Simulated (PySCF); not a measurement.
# hydroxymethyl: adiabatic energies of losing or gaining an electron at several levels

Structure: `[CH2]O` (CH3O•). The parent is a doublet.

All levels share the PBE0-D3(BJ)/ma-def2-SVP structures and the PBE0-D3(BJ)/ma-def2-SVP thermal terms; only the single-point energies (PySCF) change. Values are adiabatic energies of losing or gaining an electron (0 K, eV).

```jsonl
{"level": "PBE0-D3(BJ)/cc-pVDZ", "ionisation energy to the singlet cation": "7.45", "abs. error": "0.10", "time": "11 s"}
{"level": "M06-L/ma-def2-TZVP (grid 3)", "ionisation energy to the singlet cation": "7.47", "abs. error": "0.07", "time": "66 s"}
{"level": "M06/ma-def2-TZVP (grid 3)", "ionisation energy to the singlet cation": "7.51", "abs. error": "0.04", "time": "53 s"}
{"level": "PBE0-D3(BJ)/def2-SVP", "ionisation energy to the singlet cation": "7.52", "abs. error": "0.03", "time": "10 s"}
{"level": "PBE0-D3(BJ)/def2-TZVP", "ionisation energy to the singlet cation": "7.62", "abs. error": "0.07", "time": "19 s"}
{"level": "ωB97X-D3(BJ)/ma-def2-TZVP", "ionisation energy to the singlet cation": "7.62", "abs. error": "0.07", "time": "28 s"}
{"level": "PBE0-D3(BJ)/def2-TZVPP", "ionisation energy to the singlet cation": "7.63", "abs. error": "0.08", "time": "27 s"}
{"level": "PBE0-D3(BJ)/ma-def2-TZVP", "ionisation energy to the singlet cation": "7.65", "abs. error": "0.11", "time": "–"}
{"level": "PBE0-D3(BJ)/jun-cc-pV(T+d)Z", "ionisation energy to the singlet cation": "7.66", "abs. error": "0.12", "time": "35 s"}
{"level": "CAM-B3LYP-D3(BJ)/ma-def2-TZVP", "ionisation energy to the singlet cation": "7.69", "abs. error": "0.15", "time": "27 s"}
{"level": "ATcT 1.112", "ionisation energy to the singlet cation": "7.54", "abs. error": "", "time": ""}
```

Times are wall times for all single points of a level on 1 thread of Intel Xeon Platinum 8375C @ 2.90GHz, a shared host; the dash marks the run that also made the structures. M06-L ran on a slower path of this set-up, which computes the density-fitting integrals anew in every SCF cycle while the other levels store them. So the times needn't show the usual order of cost, and those levels read slower than they are.

The spread: 0.25 eV, from 7.45 to 7.69.

A small basis comes closest here by cancellation of errors.

Differences come from unrounded values, so a last digit can differ from that of the printed terms.
